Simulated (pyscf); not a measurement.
**Routes from O=Ga–OH + H₂C=CH₂**

Candidate steps break at most two bonds and form at most two. Each was searched with GFN2-xTB (tblite) first. Single points on ωB97X-D3(BJ)/def2-SVP structures (PySCF, gas phase). Energies: ωB97M-D3(BJ)/def2-TZVP, kJ/mol, from the separated reactants, singlet surface; ΔG‡ with ideal gas, 1 atm, RRHO with modes under 100 cm⁻¹ raised to 100, one conformer, R ln 2 for chiral ones without a mode under 150 cm⁻¹.

```json
[
 {"products": "cyclic C₂H₅GaO₂ (SMILES [OH][Ga]1[CH2]C[O]1)", "type": "cycloaddition", "ΔE‡": "9.8", "ΔE": "-177.3", "ΔG‡ 298 K": "55.6", "ΔG‡ 900 K": "141.7", "ν‡ (cm⁻¹)": "336i"},
 {"products": "H₂C=CH–Ga(OH)–OH", "type": "addition across a multiple bond or ene-type step", "ΔE‡": "77.0", "ΔE": "-225.9", "ΔG‡ 298 K": "109.7", "ΔG‡ 900 K": "188.9", "ν‡ (cm⁻¹)": "1699i"}
]
```

Row 1: On the reactant side the descent ends in a bound adduct (not fully relaxed), 40.5 kJ/mol under the separated species and 39.9 kJ/mol under the saddle at ωB97X-D3(BJ)/def2-TZVP. Row 2: On the reactant side the descent ends in a bound adduct, 40.4 kJ/mol under the separated species and 109.0 kJ/mol under the saddle at ωB97X-D3(BJ)/def2-TZVP. On the product side the descent ends in a point that may be a rotor saddle (no frequency run), 8.7 kJ/mol over the lowest minimum found and 298.8 kJ/mol under the saddle at ωB97X-D3(BJ)/def2-TZVP. 

Plain bond fissions and candidates not yet searched are not listed, and one of them may be faster. Each barrier is that of the saddle found; lower ones may exist. Elements up to Kr have no core potential and no relativistic terms here.
